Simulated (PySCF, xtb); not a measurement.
silicon monoxide (OSi), SMILES O=[Si] (connectivity only; charge and spin as stated), neutral, multiplicity 1.

GFN2-xTB (xtb) at its own geometry gives an orbital gap of 4.07 eV and a dipole moment of 3.05 D.

Coordinates come from a B3LYP-D3(BJ)/def2-TZVPD optimisation.

Question: What does CAM-B3LYP/def2-TZVPD (PySCF) give? (The exact figures need the calculation; the answer reports its results.)

Answer: gap 9.26 eV (levels -10.24 and -0.98 eV), dipole 3.33 D.
